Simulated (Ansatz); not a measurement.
Born–Oppenheimer molecular dynamics of CH₄NSi (7 atoms, charge 0, multiplicity 2). It starts from a relaxed structure.

These are results of UKS PBE0-D4/def2-SVP (Ansatz), not measurements.

```json
{"ensemble": "NVE (velocity Verlet)", "time step": "0.5 fs", "steps asked": "150", "starting velocities drawn for": "200 K", "seed": "655520"}
```

First frame:

```xyz
7
Properties=species:S:1:pos:R:3
C -0.630 0.016 -0.724
N -1.111 -0.374 0.548
Si 0.586 0.079 0.702
H -0.184 -0.764 -1.380
H -1.214 0.748 -1.303
H 1.675 -0.916 0.545
H 0.879 1.211 1.612
```

How far do the bonds stretch over the last three quarters of this one trajectory? (Pairs bonded in most of those frames.)


| bond | mean (Å) | spread (Å) | shortest | longest |
| --- | --- | --- | --- | --- |
| C1–N2 | 1.410 | 0.019 | 1.38 | 1.45 |
| C1–Si3 | 1.882 | 0.026 | 1.84 | 1.92 |
| C1–H4 | 1.114 | 0.008 | 1.10 | 1.13 |
| C1–H5 | 1.102 | 0.002 | 1.10 | 1.11 |
| N2–Si3 | 1.761 | 0.022 | 1.73 | 1.82 |
| Si3–H6 | 1.487 | 0.034 | 1.44 | 1.54 |
| Si3–H7 | 1.482 | 0.004 | 1.47 | 1.49 |

Mean temperature of the second half: 99 K. The conserved energy stayed within 0.059 meV per atom of its start (net change 0.035 meV per atom), so the integration is sound. The temperature averaged 0.49 of the 200 K drawn at the start: a run that starts near a minimum puts about half its kinetic energy into the potential. A run of 0.075 ps of so small a system gives no equilibrium averages.

Time of the run: 17 min on 1 thread of AMD EPYC (Zen 3), with other jobs on the host, peak memory 0.16 GiB.
